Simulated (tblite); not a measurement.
Compound: C5H9S (doublet state).
Geometry (GFN2-xTB, Å), atoms numbered from 1 in this order:
```
atom  x, y, z in Å
C1     2.6472    0.1293   -0.5298
C2     1.5151    0.5151    0.0303
C3     0.1748    0.4026   -0.6143
C4    -0.7126   -0.6233    0.1423
C5    -2.0511   -0.7700   -0.4643
S6    -3.2813    0.4110   -0.2204
H7     3.5944    0.2130   -0.0245
H8     2.6745   -0.2803   -1.5264
H9     1.5153    0.9206    1.0346
H10   -0.3308    1.3719   -0.5981
H11    0.2791    0.0856   -1.6530
H12   -0.8038   -0.2990    1.1839
H13   -0.2051   -1.5910    0.1257
H14   -2.1666   -1.3080   -1.3887
H15   -2.8536    0.8306    0.9752
```

Calculated harmonic vibrations of the isolated species, GFN2-xTB (tblite), most abundant isotopes, no scaling. The method is semi-empirical: single wavenumbers can be off by several per cent or more. Modes of hydrogen on sulfur can be 10 to 20 % off. One conformer, not necessarily the lowest. Open shells enter through the occupations alone, without spin polarisation, and single modes of such species can be off by tens of per cent.

Harmonic wavenumbers (cm⁻¹): 53.9, 64.0, 92.4, 200.8, 270.3, 314.9, 421.1, 439.9, 547.2, 631.3, 763.5, 807.8, 874.9, 893.1, 940.9, 989.2, 1009.9, 1024.5, 1083.4, 1143.0, 1188.7, 1232.8, 1253.4, 1272.6, 1300.3, 1313.0, 1414.4, 1469.5, 1477.4, 1710.1, 2374.8, 2938.2, 2955.1, 2968.2, 2993.4, 3048.7, 3098.7, 3116.6, 3124.4.

A = 11036, B = 1021, C = 993.1 MHz; mass 101.042 u (most abundant isotopes); point group C1, symmetry number 1; spin multiplicity 2.

Problem. Zero-point energy?

Solution. ½Σν̃ = 26408 cm⁻¹ = 315.91 kJ/mol.

Problem. Give the ideal-gas entropy at 298.15 K and 1 bar in the rigid-rotor, harmonic-oscillator model (classical rotation).

Solution. Translation 166.42, rotation 116.12, vibration 91.30, spin (R ln 2) 5.76: S = 379.6 J/(mol K).

Problem. And Cp and H(298.15 K) − H(0)?

Solution. Cp = 124.67 J/(mol K), of which vibrations give 91.41 (their classical limit is 39 R = 324.3); H(298.15 K) − H(0) = 23.78 kJ/mol without the zero-point energy, 13.86 from vibrations.

Problem. Blend soft modes into free rotors: weight 1/[1 + (100 cm⁻¹/ν̃)⁴] for the oscillator and the rest for a rotor with moment μB/(μ + B), μ = h/(8π²ν), B = 10⁻⁴⁴ kg m². What vibrational entropy results?

Solution. 81.40 J/(mol K) in place of 91.30, which changes −T·S at 298.15 K by +2.95 kJ/mol.

Problem. How do the functions run with temperature in this model?

Solution. 
```
T (K)  S (J/(mol K))  Cp (J/(mol K))  H − H(0) (kJ/mol)  G − H(0) (kJ/mol)  ln q(vib)
  100          282.0            66.6               5.06             -23.14       1.53
  200          336.5            94.0              13.07             -54.22       3.53
  300          380.4           125.3              24.01             -90.10       5.42
  500          458.7           183.9              55.19            -174.18       9.15
  800          558.8           241.3             119.73            -327.30      14.58
 1000          615.5           266.6             170.66            -444.85      17.99
```

q(vib) and H(0) count from the zero-point level.

Hindered rotation and anharmonicity are outside this model. Other conformers, if any are populated, would add a mixing term that is left out. The structure is chiral; the term R ln 2 for an equal mix with its mirror image is left out.

The run took 0.31 s wall on one thread, Arm Neoverse V2 (aarch64), no GPU, on a shared host. The figure is for the frequency step alone.
